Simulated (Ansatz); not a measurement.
Z-matrix (Å, degrees):
```
C
S 1 1.778
F 1 1.379 2 112.7
H 1 1.092 2 106.8 3 119.5
H 1 1.093 2 109.6 3 -120.4
C 2 1.805 1 99.9 3 72.3
S 6 1.805 2 116.8 1 62.5
H 6 1.090 2 105.8 1 -173.8
H 6 1.091 2 109.7 1 -57.7
H 7 1.343 6 96.4 2 60.8
```

Charge 0, multiplicity 1.

Q: List the r2SCAN/def2-TZVPP orbital energies in eV (the Gaussian-basis code of Ansatz). (An estimate is asked.)

A: Computed: Occupied: -2409.46, -2409.46, -666.17, -275.90, -275.01, -213.87, -213.86, -157.97, -157.97, -157.87, -157.87, -157.71, -157.71, -31.72, -21.82, -19.83, -17.67, -15.63, -13.01, -12.90, -12.58, -11.21, -10.70, -10.12, -9.12, -8.72, -7.99, -6.51, -6.05. Lowest empty: -0.82, 0.40, 0.60, 1.23, 1.45, 2.03, 2.47, 2.68.
